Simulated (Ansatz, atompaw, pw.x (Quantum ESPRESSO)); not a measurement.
# What a changed setting does to a pw.x run (bcc F)

Potential: PAW, atompaw 4.2.0.5, PBEsol; core [He], reference 2s1 2p6; waves: 2s (bound): rc 0.70 bohr; 2s channel at 4.92 Ry: rc 0.70 bohr; 2p (bound): rc 1.65 bohr; 2p channel at 0.4 Ry: rc 1.65 bohr; local part: troulliermartins scheme with l = 2 at 0 Ry, radius 1.30 bohr; core correction: smooth core density matched at 1.20 bohr; augmentation: sinc compensation charge, radius 1.30 bohr; PAW radius 1.65 bohr; waves and projectors: custom rrkj gramschmidtortho.

The reference run (k-mesh 17³, cutoffs 100/900 Ry, Fermi–Dirac 0.01 Ry, mixing_beta 0.4, conv_thr 1e-9, no spin) gives -0.27 GPa at 9.337 Å³/atom, where all-electron LAPW gives -0.18 GPa. This run, with its own iteration cap, changes mixing_ndim to 2.

```
&control
  calculation='scf', prefix='x', pseudo_dir='./', outdir='./tmp', tstress=.true., disk_io='none'
/
&system
  ibrav=0, nat=1, ntyp=1, ecutwfc=100, ecutrho=900, nbnd=11,
  occupations='smearing', smearing='fd', degauss=0.01
/
&electrons
  conv_thr=1e-09, mixing_beta=0.4, electron_maxstep=50, mixing_ndim=2
/
ATOMIC_SPECIES
F 1.0 F.UPF
CELL_PARAMETERS angstrom
  -1.32652607 1.32652607 1.32652607
  1.32652607 -1.32652607 1.32652607
  1.32652607 1.32652607 -1.32652607
ATOMIC_POSITIONS crystal
F 0.0000 0.0000 0.0000
K_POINTS automatic
17 17 17 0 0 0
```

```bash
pw.x < F.scf.in > F.scf.out
```

**Question.** How does the run end?

**Answer.** It converges in 9 iterations; the free energy moves by +0.0 meV/atom and the pressure by -0.01 GPa. The result is that of the reference run.

```
Message from routine setup:
     using ibrav=0 with symmetry is DISCOURAGED, use correct ibrav instead
     lattice parameter (alat)  =       4.3419  a.u.
     unit-cell volume          =      63.0092 (a.u.)^3
     number of electrons       =         7.00
     number of Kohn-Sham states=           11
     kinetic-energy cutoff     =     100.0000  Ry
     charge density cutoff     =     900.0000  Ry
     scf convergence threshold =      1.0E-09
     Exchange-correlation= SLA PW PSX PSC
     number of k points=   165  Fermi-Dirac smearing, width (Ry)=  0.0100
     iteration #  1     ecut=   100.00 Ry     beta= 0.40
     total energy              =     -58.54645911 Ry
     estimated scf accuracy    <       0.00066751 Ry
     iteration #  2     ecut=   100.00 Ry     beta= 0.40
     total energy              =     -58.54639282 Ry
     estimated scf accuracy    <       0.00069181 Ry
     iteration #  3     ecut=   100.00 Ry     beta= 0.40
     total energy              =     -58.54528819 Ry
     estimated scf accuracy    <       0.00059922 Ry
     iteration #  4     ecut=   100.00 Ry     beta= 0.40
     total energy              =     -58.54531293 Ry
     estimated scf accuracy    <       0.00000424 Ry
     iteration #  5     ecut=   100.00 Ry     beta= 0.40
     total energy              =     -58.54531832 Ry
     estimated scf accuracy    <       0.00000022 Ry
     iteration #  6     ecut=   100.00 Ry     beta= 0.40
     total energy              =     -58.54531855 Ry
     estimated scf accuracy    <       0.00000006 Ry
     iteration #  7     ecut=   100.00 Ry     beta= 0.40
     total energy              =     -58.54531860 Ry
     estimated scf accuracy    <       0.00000005 Ry
     iteration #  8     ecut=   100.00 Ry     beta= 0.40
     total energy              =     -58.54531831 Ry
     estimated scf accuracy    <       0.00000006 Ry
     iteration #  9     ecut=   100.00 Ry     beta= 0.40
     the Fermi energy is    -0.0125 ev
!    total energy              =     -58.54531833 Ry
     estimated scf accuracy    <          2.4E-10 Ry
     smearing contrib. (-TS)   =      -0.00947241 Ry
     The total energy is F=E-TS. E is the sum of the following terms:
     one-electron contribution =     -14.81783111 Ry
     hartree contribution      =      11.35491154 Ry
     xc contribution           =      -8.81013756 Ry
     ewald contribution        =     -35.56815545 Ry
     one-center paw contrib.   =     -10.69463333 Ry
     convergence has been achieved in   9 iterations
          total   stress  (Ry/bohr**3)                   (kbar)     P=       -2.79
     Message from routine punch:
     Nothing written, as per user request (disk_io='none')
```

The run took about 34 s on one core of a shared host (Intel(R) Xeon(R) Platinum 8259CL CPU @ 2.50GHz, 96 threads, 755 GiB, load 58).
